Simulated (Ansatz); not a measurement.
For rhombohedral A7 As, PBE-D3(BJ) (Ansatz, an electronic-structure program, plane waves, PAW) gives:

equilibrium lattice constant a: 3.784 Å
lattice parameter c: 10.103 Å

**Question.** What does HSE06 in Ansatz (PAW) give for the same quantities?

**Answer.** 
- lattice constant a: 3.731 Å (falls by 1.4 %)
- lattice parameter c: 11.188 Å (grows by 11 %)

For comparison: lattice constant a 3.760 Å (measured, 4 K, zero-point motion not removed; as tabulated in Schiferl, Barrett, J. Appl. Cryst. 2, 30 (1969), as in the American …); lattice parameter c 10.441 Å (measured, 4 K, zero-point motion not removed; as tabulated in Schiferl, Barrett, J. Appl. Cryst. 2, 30 (1969), as in the American …).

Changes are worked out from the printed values.

Unless a cell is named, each level is at its own relaxed cell (PBE-D3(BJ) 20.88, HSE06 22.48 Å³/atom).

Caveats: the cell comes from a level without a dispersion term, which matters for the spacing of layers, chains or molecules (HSE06). Ansatz's density-functional and Hartree–Fock values are scalar-relativistic unless marked +SOC, with PAW data made under PBE.
